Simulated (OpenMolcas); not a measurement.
# quartet SiH: levels of theory compared

Aim: a comparison of 6 runs (UHF/STO-3G, UB3LYP/6-31G*, U-r2SCAN/def2-TZVPPD, UBLYP/def2-TZVPPD, USVWN5/def2-TZVPPD, ROMP2/def2-TZVPPD) of quartet SiH. 

Program for the calculation: OpenMolcas 26.06.

## 1. The system as given

SiH: 2 atoms, total charge 0, spin state quartet. SMILES of the parent species: `[SiH]`. The coordinates come from a PBE0-D4/def2-TZVP relaxation. That shape belongs to the parent species and isn't relaxed for this state.

Bond lengths: Si1–H2 1.532 Å.

## 2. The energy at UHF/STO-3G (run 1)

Input file calc.inp:

```
&GATEWAY
BasLib = $CurrDir
BasisSet
Si.STO-3G....
Si1 0.000000 0.000000 -0.007580 angstrom
End of Basis
BasisSet
H.STO-3G....
H2 0.000000 0.000000 1.524140 angstrom
End of Basis
&SEWARD
&SCF
UHF
Spin = 4
Thresholds = 1e-10 1e-07 1e-07 1e-05
PrOrbitals = 1
```

The basis set STO-3G is read from a file made from the Basis Set Exchange's data (not shown).

On the command line:

```sh
$ export MOLCAS_MEM=1860
$ pymolcas calc.inp > calc.log
```

Standard output:

```text
--- Start Module: gateway ---
[...]
--- Stop Module: gateway /rc=_RC_ALL_IS_WELL_ ---
--- Start Module: seward ---
[...]
      Basis functions           10
--- Stop Module: seward /rc=_RC_ALL_IS_WELL_ ---
--- Start Module: scf ---
[...]
       Convergence after  15 Iterations
[...]
::    Total SCF energy                               -285.9977820901
[...]
      Total spin, S                                     1.5000655763
[...]
      Total electronic charge=   15.000000
      Total            charge=   -0.000000
[...]
      Dipole Moment (debye):
      Origin of the operator (angstrom)=    0.0000    0.0000    0.0457
                   X= -1.2814E-16               Y= -1.4466E-16               Z= -1.1394E+00           Total=  1.1394E+00
      Quadrupole Moment (debye*angstrom):
[...]
--- Stop Module: scf /rc=_RC_ALL_IS_WELL_ ---
[...]
```

It took 1.8 s on 1 thread of Arm Neoverse V1, shared host; peak memory 0.37 GiB.

## 3. The energy at UB3LYP/6-31G(d) (Cartesian functions) (run 2)

Input file mol.input:

```
* HSi Kohn-Sham DFT
&GATEWAY
BasLib = $CurrDir
Coord
2
angstrom
Si       0.000000       0.000000      -0.007580
H        0.000000       0.000000       1.524140
Basis = 6-31Gs
Group = NoSym
&SEWARD
GridInput
Grid=UltraFine
End of Grid
&SCF
UHF
Spin = 4
KSDFT = B3LYP
Thresholds = 1e-10 1e-07 1e-07 1e-05
PrOrbitals = 1
```

The basis set 6-31G* is read from a file made from the Basis Set Exchange's data (not shown).

On the command line:

```sh
$ export MOLCAS_MEM=1860
$ pymolcas mol.input > mol.log
```

Standard output:

```text
--- Start Module: gateway ---
[...]
--- Stop Module: gateway /rc=_RC_ALL_IS_WELL_ ---
--- Start Module: seward ---
[...]
      Basis functions           21
--- Stop Module: seward /rc=_RC_ALL_IS_WELL_ ---
--- Start Module: scf ---
[...]
       Convergence after  14 Iterations
[...]
::    Total KS-DFT energy                            -289.9203220860
[...]
      Total spin, S                                     1.5003141859
[...]
      Total electronic charge=   15.000000
      Total            charge=   -0.000000
[...]
      Dipole Moment (debye):
      Origin of the operator (angstrom)=    0.0000    0.0000    0.0457
                   X=  2.6946E-16               Y= -3.7184E-16               Z=  6.0319E-02           Total=  6.0319E-02
      Quadrupole Moment (debye*angstrom):
[...]
--- Stop Module: scf /rc=_RC_ALL_IS_WELL_ ---
[...]
```

Run time: 4.8 s. Hardware: 1 thread of Arm Neoverse V1, shared host; peak memory 0.37 GiB.

Runs 3 to 5 aren't shown in full; the table further down has their settings and results.

## 4. A single-point energy at ROMP2/def2-TZVPPD (run 6)

Input file job.inp:

```
* HSi ROMP2
&GATEWAY
BasLib = $CurrDir
Coord
2
angstrom
Si       0.000000       0.000000      -0.007580
H        0.000000       0.000000       1.524140
Basis = def2-TZVPPD
Group = NoSym
&SEWARD
&SCF
UHF
Spin = 4
Thresholds = 1e-10 1e-07 1e-07 1e-05
PrOrbitals = 1 1
&RASSCF
FileOrb = $Project.UnaOrb
Spin = 4
Nactel = 3 0 0
Inactive = 6
Ras2 = 3
OutOrbitals = Canonical
OrbListing = Few
&CASPT2
IPEA = 0.0
Frozen = 5
```

The basis set def2-TZVPPD is read from a file made from the Basis Set Exchange's data (not shown).

On the command line:

```sh
$ export MOLCAS_MEM=1860
$ pymolcas job.inp > job.log
```

Standard output:

```text
--- Start Module: gateway ---
[...]
--- Stop Module: gateway /rc=_RC_ALL_IS_WELL_ ---
[...]
      Basis functions           65
[...]
       Convergence after  18 Iterations
[...]
::    Total SCF energy                               -289.3977599145
[...]
      Total spin, S                                     1.5008200522
[...]
--- Start Module: rasscf ---
[...]
      Number of active orbitals                  3
[...]
      Spin quantum number                      1.5
[...]
      Active orbitals                            3
[...]
      Number of CSFs                             1
[...]
      Number of root(s) required                 1
[...]
      Convergence after  9 iterations
[...]
      printout of CI-coefficients larger than  0.05 for root  1
      energy=    -289.396491
      conf/sym  111     Coeff  Weight
             1  uuu   1.00000 1.00000
      Natural orbitals and occupation numbers for root  1
      sym 1:   1.000000   1.000000   1.000000
      ************************************************************************************************************************
      *                                                    Final results                                                     *
[...]
::    RASSCF root number  1 Total energy:   -289.39649109
[...]
      Total electronic charge=   15.000000
      Total            charge=   -0.000000
[...]
      Dipole Moment (debye):
      Origin of the operator (angstrom)=    0.0000    0.0000    0.0457
                   X= -2.4983E-08               Y= -4.7479E-08               Z= -1.6824E-01           Total=  1.6824E-01
      Quadrupole Moment (debye*angstrom):
[...]
--- Stop Module: rasscf /rc=_RC_ALL_IS_WELL_ ---
[...]
--- Start Module: caspt2 ---
[...]
 ###    WARNING: User changed nr of frozen orbitals.                         ###
 ###############################################################################
[...]
      E2 (Variational):          -0.0722908409
      Total energy:            -289.4687819328
[...]
      Reference weight:           0.95261
[...]
::    CASPT2 Root  1     Total energy:   -289.46878193
[...]
--- Stop Module: caspt2 /rc=_RC_ALL_IS_WELL_ ---
[...]
```

Run time: 4.8 s. Hardware: 1 thread of Arm Neoverse V1, shared host; peak memory 0.4 GiB.

## 5. The series

```tsv
run	level	Cartesian functions	integration grid	energy (Eh)	dipole moment (D)	HOMO energy (eV)	⟨S²⟩	wall time
1	UHF/STO-3G	no	–	-285.997782	1.14	-4.79	3.750	1.8 s
2	UB3LYP/6-31G* (Cartesian functions)	yes	UltraFine	-289.920322	0.06	-5.49	3.751	4.8 s
3	U-r2SCAN/def2-TZVPPD	no	UltraFine	-289.905447	0.09	-5.21	3.752	17 s
4	UBLYP/def2-TZVPPD	no	UltraFine	-289.923072	0.03	-4.51	3.751	12 s
5	USVWN5/def2-TZVPPD	no	UltraFine	-288.752900	0.09	-4.85	3.751	8.1 s
6	ROMP2/def2-TZVPPD	no	–	-289.468782	–	–	–	4.8 s
```

## 6. Summary of results

| quantity | value |
| --- | --- |
| run 6: total energy | -289.46878 Eh |

Over runs 1, 2, 3, 4, 5 the dipole moment (its size) runs from 0.03 D (UBLYP/def2-TZVPPD) to 1.14 D (UHF/STO-3G). The two ends differ in method and basis. The two dipoles point in opposite directions. Totals of different functionals can't be ranked against each other. In run 1 the basis is minimal, so the values are rough. All runs together took 48 s, the longest 17 s.
